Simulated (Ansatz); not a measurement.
**A ladder of methods for BH5O (B(H2O)H3)**

BH5O: 7 atoms, total charge 0, spin state singlet. As SMILES, `[H]B([H])([H])<-O`. The shape is that of a GFN2-xTB optimisation.

```xyz
7

B     0.0678   -0.1117   -0.6689
O     0.1008   -0.1466    1.0307
H    -0.8361   -0.1426    1.2525
H     0.4863    0.7089    1.2448
H     1.2101   -0.0685   -0.9703
H    -0.5443    0.8763   -0.9302
H    -0.4847   -1.1158   -0.9586
```

Each level gives the energy change with the O2–H4 bond stretched from 0.962 to 1.444 Å (eV). The values are calculated.

| level | kind | program | value (eV) | less FCI/STO-3G | CPU time (all runs) |
| --- | --- | --- | --- | --- | --- |
| HF/STO-3G (restricted) | Hartree–Fock | Ansatz | 3.25 | +1.20 | 0.1 s |
| revPBE/STO-3G (restricted) | GGA | Ansatz | 1.86 | -0.19 | 1.6 s |
| r2SCAN/STO-3G (restricted) | meta-GGA | Ansatz | 2.17 | +0.12 | 3.4 s |
| PBE0/STO-3G (restricted) | global hybrid | Ansatz | 2.33 | +0.28 | 1.6 s |
| CAM-B3LYP/STO-3G (restricted) | range-separated hybrid | Ansatz | 2.33 | +0.28 | 1.9 s |
| B2PLYP/STO-3G (restricted) | double hybrid | Ansatz | 2.32 | +0.27 | 2.3 s |
| RPA@PBE/STO-3G (restricted) | RPA | Ansatz | 1.97 | -0.08 | 2.3 s |
| BCCD(T)/STO-3G (restricted) | coupled cluster or CI | Ansatz | 2.06 | +0.01 | 0.22 s |
| CCSD/STO-3G (restricted) | coupled cluster or CI | Ansatz | 2.07 | +0.02 | 0.17 s |
| FCI/STO-3G | exact in the basis | Ansatz | 2.05 | 0.00 | 21 s |

FCI/STO-3G is exact within its basis and frozen core, so for wave-function methods in that basis the difference is their error; functionals converge differently with the basis, so for them it is only a difference. A spin-restricted reference rises too steeply as a bond breaks; here HF/STO-3G lie well above the multireference or unrestricted value. The first shape isn't each level's own minimum. The values span 1.86 to 3.25 eV. All rows use very small basis sets, so none should be taken for the real molecule's value. In so small a basis fixed costs decide the times, and correlated methods can beat functionals. Times are those of the runs behind each value, whatever else they computed, on shared processors of several kinds: orders of magnitude only.
